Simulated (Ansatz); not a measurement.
# CH4Si (triplet): from Hartree-Fock to the top rungs at distance C1–H5 along a hydrogen transfer = 1.298 Å, cc-pVDZ

Aim: climb from Hartree-Fock through coupled cluster and multireference methods for CH4Si (triplet) at one geometry and basis, and see what each rung misses.

Method: cc-pVDZ, core rule «outside noble gas», up to 6 orbitals frozen; program: Ansatz 0.2.0, Gaussian basis.

Plan: UHF; CCSD(T) on ROHF; CCSD(T) on UHF; BCCD(T) on ROHF; CISD; CCSDT(Q) on ROHF; CCSDT(Q) on UHF; CASSCF and MRCISD+Q, 4 electrons in 4 orbitals; CASSCF and NEVPT2, 4 electrons in 4 orbitals.

2 further runs of the same task are left out: 2 that didn't finish.

**1. What is computed**

The geometry derives from fragments relaxed apart (PBE0/def2-TZVP) and kept rigid, so it is no stationary point. A hydrogen atom is moved between rigid fragments.

6 atoms, charge 0, spin multiplicity 3.

Atoms are counted from 1 here; the program's logs count them from 0.

Bond lengths: C1–H2 1.090 Å, C1–H3 1.090 Å, C1–H4 1.090 Å, C1–H5 1.298 Å. Angles: H2–C1–H3 109.5°, H2–C1–H4 109.5°, H2–C1–H5 109.5°, H3–C1–H4 109.5°, H3–C1–H5 109.5°, H4–C1–H5 109.5°.

**2. UHF**

Contents of in.yaml:

```yaml
crystal:
  periodic: [false, false, false]
  atoms:
    - {symbol: C, position_ang: [-2.078969, 0.000000, 0.000000]}
    - {symbol: H, position_ang: [-2.442175, 1.027301, 0.000000]}
    - {symbol: H, position_ang: [-2.442175, -0.513650, 0.889668]}
    - {symbol: H, position_ang: [-2.442175, -0.513650, -0.889669]}
    - {symbol: H, position_ang: [-0.780969, 0.000000, 0.000000]}
    - {symbol: Si, position_ang: [1.180031, 0.000000, 0.000000]}
basis:
  gaussian: {orbitals: cc-pVDZ}
magnetization: {spin_polarized: true, initial_magnetization: 2}
hamiltonian: {xc: hf}
output: {orbitals: {seedname: orbitals}}
```

Launch:

```sh
$ ansatz run in.yaml --threads 1 --pin off --events-out ev --progress --plain --max-ram 2393MiB
```

Further steps of the session: CCSD(T) on ROHF; CCSD(T) on UHF; BCCD(T) on ROHF; CISD; CCSDT(Q) on ROHF; CCSDT(Q) on UHF; CASSCF and MRCISD+Q, 4 electrons in 4 orbitals; CASSCF and NEVPT2, 4 electrons in 4 orbitals.

Q: Predict the results of all the runs planned. Wanted: UCCSDT(Q) below the RHF energy; RMP2 from UCCSDT(Q); UMP2 from UCCSDT(Q); RCCSD from UCCSDT(Q); RCCSD(T) from UCCSDT(Q); UCCSD(T) from UCCSDT(Q); RCCSDT(Q) from UCCSDT(Q); MRCISD+Q pair from UCCSDT(Q); T1 diagnostic.

**Answer**, as computed:

```
                         quantity                                                   value
   UCCSDT(Q) below the RHF energy                                              -7.3046 eV
              RMP2 from UCCSDT(Q)                                             +1347.2 meV
              UMP2 from UCCSDT(Q)                                             +1343.3 meV
             RCCSD from UCCSDT(Q)                                              +208.0 meV
          RCCSD(T) from UCCSDT(Q)                                               +34.2 meV
          UCCSD(T) from UCCSDT(Q)                                               +33.5 meV
         RCCSDT(Q) from UCCSDT(Q)                                                +0.3 meV
     MRCISD+Q pair from UCCSDT(Q)                                               +45.6 meV
levels within 1 kcal/mol (43 meV)  RCCSD(T), UCCSD(T), BCCD(T), RCCSDT, UCCSDT, RCCSDT(Q)
                    T1 diagnostic                                                   0.016
```

In words: RCCSD(T) lands +34.2 meV from the yardstick (0.5 % of the correlation energy). These misses are within one basis, not against nature; the frozen cores of restricted and unrestricted runs differ, which can shift their rows.
